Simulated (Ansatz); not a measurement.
A calculation with Ansatz (development build ahead of 0.2.0).

```yaml
crystal:
  periodic: [false, false, false]
  atoms:
    - { symbol: O, position_ang: [0.0, 0.19799, -1.31253] }
    - { symbol: S, position_ang: [0.0, -0.39598, 0.0] }
    - { symbol: O, position_ang: [0.0, 0.19799, 1.31253] }
basis:
  gaussian: { orbitals: def2-SVP }
total_charge: 1
magnetization:
  spin_polarized: true
  initial_magnetization: 1
hamiltonian:
  xc: hf
correlation:
  method: mp2
  frozen_orbitals: { O: 1, S: 5 }
```

The input is written out in the form of the current development build from the run's settings.

Output:

- Converged: yes
- Reference energy: -546.49448 hartree
- Correlation energy: -0.46354 hartree
- Total energy: -546.95802 hartree
- Spin squared of the determinant: 1.081
- Stability test: minimum

Messages of the program:
```
mean field -14870.87239905 eV, -546.4944808258 hartree, gradient 6.3e-6 eV, S^2 1.081370; 13 other ends of a descent, 0 dependent functions left out
```

Caution: the unrestricted determinant is spin contaminated; MP2 on this radical cation hangs on the determinant chosen; the determinant may break the point group.
